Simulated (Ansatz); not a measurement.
We consider α-N2, described by r²SCAN in Ansatz (plane waves, PAW).

Run with plane-wave cutoff 560 eV, 6×6×6 k mesh, Fermi–Dirac smearing 0.01 eV, scalar-relativistic PAW data made under PBE.

Response to compression and expansion:

Shape and atoms are relaxed at each volume.

| V (Å³/atom) | P (GPa) | direct gap at Γ (eV) | smallest gap on the k mesh (eV) |
|---|---|---|---|
| 23.131 | 0.07 | 8.238 | 8.217 |
| 23.613 | 0.03 | 8.268 | 8.249 |
| 24.095 | 0.00 | 8.298 | 8.280 |
| 24.577 | -0.03 | 8.326 | 8.309 |
| 25.059 | -0.05 | 8.352 | 8.337 |

A straight line through the gaps at Γ against ln V gives a volume deformation potential dE_g(Γ)/d ln V of 1.4 eV: the gap at Γ narrows under compression.

Note: for a layered or molecular solid the relaxed cell lies over 5 % above the published volume, where the minimum can be shallow; the cell comes from a level without a dispersion term, which matters for the spacing of layers, chains or molecules.

Ansatz is a first-principles code.
